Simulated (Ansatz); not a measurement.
```xyz
11

C    -1.0886    0.0640    1.5372
C    -0.0732    0.8376    1.1770
O     0.6464    0.7641    0.0302
C     0.5752   -0.3835   -0.6982
C     0.7070   -0.3823   -2.0135
H    -1.4833   -0.7236    0.9093
H    -1.5627    0.2380    2.4929
H     0.2865    1.6540    1.7922
H     0.4560   -1.2880   -0.1073
H     0.8138    0.5402   -2.5699
H     0.7229   -1.3206   -2.5498
```

Charge 0, multiplicity 1.

Q: List the PBE/def2-TZVPP orbital energies in eV (Ansatz 0.2.0). (Best estimate.)

A: Computed: Occupied: -511.74, -270.54, -270.49, -268.72, -268.70, -27.46, -19.65, -18.35, -15.92, -13.73, -12.86, -11.86, -11.28, -10.03, -9.65, -9.33, -8.56, -6.82, -5.59. Lowest empty: -1.01, -0.13, 1.21, 1.32, 1.75, 1.93, 2.40, 2.93.
